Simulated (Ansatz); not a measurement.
# PH+ (doublet): wave-function methods side by side, def2-TZVPP

One table from this session's results is given with a row withheld; the runs are named, their logs left out.

Method: def2-TZVPP, core rule «outside noble gas», up to 5 orbitals frozen; program: Ansatz 0.2.0, Gaussian basis.

The runs, in order: UHF; ROHF; CCSD(T) on UHF.

2 further runs of the same task are left out: 2 set aside as unsound or not needed.

## The system

The geometry is a PBE0/def2-TZVP stationary point (not a proven minimum) of the parent state, kept for this charge and spin.

2 atoms, charge 1, spin multiplicity 2.

Atoms are counted from 1 here; the program's logs count them from 0.

Bond lengths: P1–H2 1.427 Å.

The first run:

in.yaml reads:

```yaml
crystal:
  periodic: [false, false, false]
  atoms:
    - {symbol: P, position_ang: [0.000000, 0.000000, 0.000000]}
    - {symbol: H, position_ang: [0.000000, 0.000000, 1.427400]}
basis:
  gaussian: {orbitals: def2-TZVPP}
total_charge: 1
magnetization: {spin_polarized: true, initial_magnetization: 1}
hamiltonian: {xc: hf}
output: {orbitals: {seedname: orbitals}}
```

Run with:

```console
> ansatz run in.yaml --threads 1 --pin off --events-out ev --progress --plain --max-ram 4096MiB --backend cpu
```

Among the steps run: UHF; ROHF; CCSD(T) on UHF.

One table of the session follows, with a row left open; its other results are not shown here.

```
  method  from UCCSD(T) (meV)
    ROHF              +3385.5
     UHF              +3229.0
    UMP2                    ?
   UCCSD                +85.6
UCCSD(T)                    0
```

Q: Estimate the row for UMP2 from the others.

As computed: from UCCSD(T) (meV): +798.9. In the column «from UCCSD(T) (meV)» it lies between UCCSD (+85.6) and UHF (+3229.0).
